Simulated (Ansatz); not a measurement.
**GeSiCl⁺, quintet in cc-pVDZ: errors against UCCSDT(Q)**

Geometry: that of the GeSiCl, quartet, kept fixed. The triplet lies 2.6 eV lower here.

```csv
atom,x (Å),y (Å),z (Å)
Cl,0.0000,-0.4226,2.2981
Si,0.0000,0.9383,0.7268
Ge,0.0000,-0.1565,-1.4026
```

Basis cc-pVDZ; Ansatz 0.2.0. Correlated methods freeze the noble-gas cores and the filled d shells of p-block atoms, which leaves 14 electrons in 39 orbitals. Prefix R: restricted or restricted open-shell reference; prefix U: unrestricted. Active spaces: valence = (12e, 11o, short of the full valence) chosen from the atoms' valence shells. No spin–orbit coupling is included, and no scalar relativity.

Full CI isn't at hand for all of this; UCCSDT(Q) serves as the reference, and is uncertain by about the last step of the cluster series. The frozen core follows each run's orbitals, which can shift R against U totals by a few meV for light atoms and by up to 0.1 eV past Ca.

- UHF ⟨S²⟩: 6.015
- T1 diagnostic (RCCSD): 0.0347
- largest doubles amplitude (RCCSD): 0.082
- T1 diagnostic (UCCSD): 0.0354

```
   level  E − E(RHF) (eV)
     UHF          -0.1135
    UMP2          -6.3377
   UCCSD          -7.2821
UCCSD(T)          -7.5606
```

Q: Estimate how far UCCSDT(Q) in cc-pVDZ lies from UCCSD(T). The table doesn't fix it; the size of (T) and the diagnostics are the guide.

A: UCCSDT(Q) in cc-pVDZ lies 1.89 kcal/mol below UCCSD(T), which is 29 % of the (T) step (-6.42 kcal/mol). T1 is raised, and the rest is a large part of (T). The miss exceeds 1 kcal/mol.

The other levels:

```csv
level,E − E(UCCSDT(Q)) (kcal/mol),share of correlation (%),wall time
UCCSDT,0.65,99.63,–
```

The correlation energy at UCCSDT(Q), counted from RHF, is -7.642 eV. That run took 95 s on 1 thread of Arm Neoverse V2, shared host.

Run but not shown, since their state or frozen core can't be matched to the reference's or they repeat it: RHF, RMP2, CISD, RCCSD, RCCSD(T), BCCD(T), RCCSDT, RCCSDT(Q), CASSCF (valence space), NEVPT2 (valence space), MRCISD (valence space), MRCISD+Q (valence space).

Times hold each run's SCF and search for its determinant on a shared host, so for small cases they say little of a method's own cost; they ran on 1 thread of Arm Neoverse V2.

Natural occupations of CASSCF (valence space) about the gap: 1.992 1.987 1.971 1.947 1.025 0.999 0.995 0.976 0.051 0.033; effectively unpaired electrons, Σ n²(2−n)², 4.03.
